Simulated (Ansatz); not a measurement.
Born–Oppenheimer molecular dynamics of AlH3LiN (6 atoms, charge 0, multiplicity 1). It starts from a relaxed structure.

These are results of Ansatz, RKS PBE/cc-pVDZ, not measurements.

```
ensemble                      : NVE (velocity Verlet)
time step                     : 2 fs
steps asked                   : 40
starting velocities drawn for : 300 K
seed                          : 893852
```

First frame:

```xyz
6
Properties=species:S:1:pos:R:3
Li -0.655 -0.855 1.501
N -0.226 -1.036 -0.253
Al 0.265 0.675 -0.265
H -0.176 -1.647 -1.077
H 0.855 1.806 -1.240
H -0.063 1.057 1.333
```

Question: How far do the bonds stretch over the last three quarters of this one trajectory? (Pairs bonded in most of those frames.)

Answer: 
```
   bond  mean (Å)  spread (Å)  shortest  longest
 Li1–N2     1.816       0.027      1.77     1.86
Li1–Al3     2.544       0.049      2.44     2.60
 N2–Al3     1.781       0.006      1.77     1.79
  N2–H4     1.028       0.006      1.02     1.04
 Al3–H5     1.606       0.039      1.55     1.66
 Al3–H6     1.685       0.072      1.59     1.79
```

Mean temperature of the second half: 161 K. The conserved energy stayed within 1.1 meV per atom of its start (net change 0.52 meV per atom), so the integration is sound. The temperature averaged 0.54 of the 300 K drawn at the start: a run that starts near a minimum puts about half its kinetic energy into the potential. A step of 2 fs is long for free X–H stretches (periods near 10 fs) and can bias their spread and the temperature. A run of 0.08 ps of so small a system gives no equilibrium averages.

Run time: 68 s on 1 thread of Arm Neoverse V1, with other jobs on the host, peak memory 0.1 GiB.
